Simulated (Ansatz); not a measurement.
# Si₂H₇F (SMILES [SiH4].[SiH3]F): molecular dynamics

The task is to watch the atoms for 60 steps of 0.75 fs, started with velocities for 700 K and run with a Nosé-Hoover thermostat.

Program: Ansatz 0.2.0, Gaussian basis. Level of theory: PBE0-D4/def2-SVP. These are calculated values, not measurements.

## (1) Where the work starts

The start, a pair relaxed at PBE0-D4: SMILES `[SiH4].[SiH3]F`, 10 atoms, charge 0, spin multiplicity 1.

Atoms are counted from 1 here; the program's logs count them from 0.

Bond lengths: Si1–H2 1.483 Å, Si1–H3 1.483 Å, Si1–H4 1.486 Å, Si1–H5 1.486 Å, Si6–F7 1.603 Å, Si6–H8 1.482 Å, Si6–H9 1.481 Å, Si6–H10 1.481 Å. Angles: H2–Si1–H3 110.3°, H2–Si1–H4 109.5°, H2–Si1–H5 109.3°, H3–Si1–H4 109.7°, H3–Si1–H5 109.5°, H4–Si1–H5 108.6°, F7–Si6–H8 107.9°, F7–Si6–H9 108.3°, F7–Si6–H10 108.3°, H8–Si6–H9 110.7°, H8–Si6–H10 110.7°, H9–Si6–H10 110.8°.

As a file:

```xyz
10
charge 0, multiplicity 1
Si    0.0283    0.0162   -2.0212
H     1.4577    0.2106   -1.6753
H    -0.6773    1.3202   -2.0397
H    -0.6060   -0.8819   -1.0210
H    -0.0715   -0.6206   -3.3601
Si   -0.0329   -0.0428    2.0494
F     0.1920    1.1751    1.0321
H     0.2435    0.4513    3.4187
H     0.9038   -1.1314    1.6869
H    -1.4377   -0.4967    1.9301
```

## (2) The run

Input file md/in.yaml:

```yaml
crystal:
  periodic: [false, false, false]
  atoms:
    - {symbol: Si, position_ang: [0.028345, 0.016224, -2.021238]}
    - {symbol: H, position_ang: [1.457728, 0.210608, -1.675340]}
    - {symbol: H, position_ang: [-0.677265, 1.320185, -2.039687]}
    - {symbol: H, position_ang: [-0.606043, -0.881896, -1.020971]}
    - {symbol: H, position_ang: [-0.071498, -0.620585, -3.360136]}
    - {symbol: Si, position_ang: [-0.032885, -0.042827, 2.049414]}
    - {symbol: F, position_ang: [0.191958, 1.175059, 1.032145]}
    - {symbol: H, position_ang: [0.243522, 0.451288, 3.418740]}
    - {symbol: H, position_ang: [0.903837, -1.131372, 1.686930]}
    - {symbol: H, position_ang: [-1.437700, -0.496683, 1.930142]}
basis:
  gaussian: {orbitals: def2-SVP}
hamiltonian: {xc: pbe0, dispersion: d4}
md: {n_steps: 60, timestep: 0.75, temperature: 700, ensemble: nvt_nose_hoover, seed: 56, initial_velocities: maxwell_boltzmann}
```

On the command line:

```bash
$ ansatz run in.yaml --threads 4 --pin off --events-out ev --progress --plain --max-ram 9574MiB
```

Q: Predict the outcome of this session. Wanted: temperature at the start; mean temperature, second half; lowest and highest potential energy, from the first frame; largest change of potential + kinetic.

The runs gave:

| quantity | value |
| --- | --- |
| length | 60 steps, 45.0 fs |
| temperature at the start | 700 K |
| mean temperature, second half | 356 K |
| lowest and highest potential energy, from the first frame | 0 and 636 meV |
| largest change of potential + kinetic | 39.7 meV |

What this shows: The thermostat trades energy with the molecule, so the sum of potential and kinetic energy isn't conserved: it changes by +39 meV over the run. The mean temperature of the second half is still well below the 700 K set. With 10 atoms the instant temperature spans 104 to 700 K. The molecule keeps its bonds.
